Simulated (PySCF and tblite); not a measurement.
The numbers below are computed, except where a source is named.
C4H10, numbered as in [CH3:1][CH2:2][CH2:3][CH3:4]. The same 2 conformers on PBE0-D3(BJ)/def2-SVP geometries, with only the solvent of the single-point energies changed (functional PBE0, basis set def2-TZVP, D3(BJ) where defined; PySCF).

Torsions listed: C1–C2–C3–C4. Of a mirror pair one member is shown.

| conformer | shape | symmetry | dipole D |
| --- | --- | --- | --- |
| 1 | 180° | C2h | 0.00 |
| 2 | -65° | C2 (pair) | 0.11 |

Energies (kcal/mol) above conformer 1 and its weight at 298.15 K (thermal terms from GFN2-xTB):

```json
{"solvent": "gas phase", "E(2) − E(1)": "0.62", "weight of 1 (%)": "61", "dipole of 1 (D)": "0.00", "of 2": "0.11"}
{"solvent": "cyclohexane", "E(2) − E(1)": "0.62", "weight of 1 (%)": "61", "dipole of 1 (D)": "0.00", "of 2": "0.11"}
{"solvent": "chloroform", "E(2) − E(1)": "0.62", "weight of 1 (%)": "61", "dipole of 1 (D)": "0.00", "of 2": "0.12"}
{"solvent": "acetone", "E(2) − E(1)": "?", "weight of 1 (%)": "?", "dipole of 1 (D)": "?", "of 2": "?"}
{"solvent": "water", "E(2) − E(1)": "0.62", "weight of 1 (%)": "61", "dipole of 1 (D)": "0.00", "of 2": "0.12"}
```

Q: What does acetone give?

A: E(2) − E(1) = 0.62 kcal/mol, weight of conformer 1 61 %, dipoles 0.00 and 0.12 D.

Q: How much does the choice of solvent matter?

A: The widest range is that of E(2) − E(1), which runs from 0.62 (cyclohexane) to 0.62 kcal/mol (gas phase), a spread of 0.00, against RT = 0.59.
